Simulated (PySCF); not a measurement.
# Which method gave which barrier?

Saddle point of CH7NSi, closed shell (CH₃N ([CH2][NH]) + SiH₄ → CH₇NSi ([CH3][NH][SiH3]); bonds formed: Si1–N6, H2–C7; bonds broken: Si1–H2), PBE0-D4/def2-TZVP structure:

```
10
angstrom
Si -0.1818 -1.0624 -0.2042
H -0.2557 0.1891 -1.2392
H 1.2975 -1.1692 -0.4501
H -0.4853 -2.5447 -0.3131
H -1.5934 -0.6350 0.1268
N 0.2029 0.3706 1.0945
C 0.4278 1.1395 0.0351
H -0.6639 0.6252 1.5584
H 1.3874 1.0335 -0.4632
H -0.1356 2.0534 -0.1452
```

Program: PySCF 2.14 with density fitting (its default auxiliary sets; JK sets also for MP2 and CCSD(T)). Basis: def2-TZVPP, with def2-QZVPP for the basis limit. Cores are frozen in the correlated methods. Extrapolation: Hartree–Fock as exp(−7.88 √X), correlation as X^−2.97. Four methods, as single points on the PBE0-D4 structures, gave these electronic barriers from the start structure: 28.08, 41.04, 47.57, 66.20 kcal/mol.

Problem. The methods were, in alphabetical order, HF, MP2, PBE0-D4, SPW92. Which gave which? (Judge from chemistry; the calculation decides.)

Solution. Computed: SPW92 28.08; PBE0-D4 41.04; MP2 47.57; HF 66.20 kcal/mol. For comparison, CCSD(T) at an estimated basis limit (MP2 extrapolated from triple and quadruple zeta, plus CCSD(T) − MP2 in triple zeta) gives 47.43 kcal/mol.

No T1 diagnostic of these runs exceeds 0.020.

Labels in which every atom is bracketed show which atoms are joined, not bond orders.

For scale, one of the runs: CCSD(T)/def2-TZVPP, 202 basis functions, launched by `OMP_NUM_THREADS=4 python run.py`. Hardware: 4 CPU threads of an Arm Neoverse V2, shared host. Wall time 5.1 min; peak host memory 2.3 GiB.
